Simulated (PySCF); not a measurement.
## Löwdin shares of the frontier orbitals

Compound: 5-methylthiazole, C4H5NS.
Atom-mapped SMILES: `[CH3:1][c:2]1[cH:3][n:4][cH:5][s:6]1` (hydrogens: H7, H8, H9 on C1; H10 on C3; H11 on C5)

Cartesian coordinates in Å at the GFN2-xTB level; atoms count from 1:
```
atom  x, y, z in Å
C1    -1.761   -0.188   -0.006
C2    -0.279   -0.101   -0.001
C3     0.514    1.005   -0.037
N4     1.849    0.776   -0.021
C5     2.113   -0.473    0.029
S6     0.723   -1.518    0.060
H7    -2.120   -0.689    0.892
H8    -2.109   -0.757   -0.867
H9    -2.190    0.811   -0.047
H10    0.163    2.020   -0.079
H11    3.103   -0.883    0.050
```

Computed, not measured: PySCF, TDDFT PBE0/def2-SVPD, vertical, gas phase, core orbitals frozen in the response.

Frontier orbitals with the atoms that hold most of them (Löwdin shares over 4%, at most four atoms; ? is withheld):

```
orbital  ε (eV)                           atoms
 LUMO+2    0.65   S6 34%, C1 17%, C3 10%, H9 8%
 LUMO+1    0.14     S6 62%, C2 9%, C5 8%, C1 5%
   LUMO   -0.77  S6 24%, C5 23%, C2 18%, N4 16%
   HOMO       ?                               ?
 HOMO-1   -7.85                               ?
 HOMO-2   -8.11   S6 50%, N4 21%, C2 10%, C5 9%
 HOMO-3  -10.20   S6 46%, C2 16%, C3 12%, C1 8%
```

Question: Give the leading atoms of the HOMO.

Answer: C2 (bonded to 2 C and S) 26%; C3 (bonded to C, N and H) 25%; C5 (bonded to N, S and H) 20%; N4 (bonded to 2 C) 9%. By element: carbon 71% or more, nitrogen 9%.

Question: Which atoms hold the HOMO-1, and with what shares?

Answer: N4 (bonded to 2 C) 60%; S6 (bonded to 2 C) 13%; C5 (bonded to N, S and H) 10%; C3 (bonded to C, N and H) 8%. By element: nitrogen 60%, carbon 18% or more, sulfur 13%.

Question: What is the HOMO energy, and the HOMO–LUMO gap?

Answer: ε(HOMO) = -7.09 eV; the gap is 6.32 eV (0.2321 hartree).

Question: How does S1 compare with the orbital gap of 6.32 eV?

Answer: S1 is at 5.35 eV (f = 0.0004), 0.96 eV below the gap, made of HOMO-1→LUMO (99%). Its leading pair isn't HOMO and LUMO; the energies of that pair differ by 7.08 eV. 

Question: One configuration dominates each of S1, S2, S3, S4 and S7. Which, and how do the shares of the two leading atoms of either orbital change from the occupied to the empty one?

Answer: 
- S1 (5.35 eV, f 0.0004), HOMO-1→LUMO (99%): N4 60% → 16%, S6 13% → 24%, C5 10% → 23%
- S2 (5.59 eV, f 0.122), HOMO→LUMO (94%): C2 26% → 18%, C3 25% → at most 16%, S6 at most 9% → 24%, C5 20% → 23%
- S3 (5.84 eV, f 0.0000), HOMO→LUMO+1 (96%): C2 26% → 9%, C3 25% → at most 5%, S6 at most 9% → 62%
- S4 (6.24 eV, f 0.036), HOMO-2→LUMO (78%): S6 50% → 24%, N4 21% → 16%, C5 9% → 23%
- S7 (6.86 eV, f 0.013), HOMO-1→LUMO+1 (72%): N4 60% → at most 5%, S6 13% → 62%, C2 at most 9% → 9%

Löwdin shares depend on the basis, the more so with diffuse functions.

The run took 18 s wall on an x86-64 server with one thread, on a shared host.
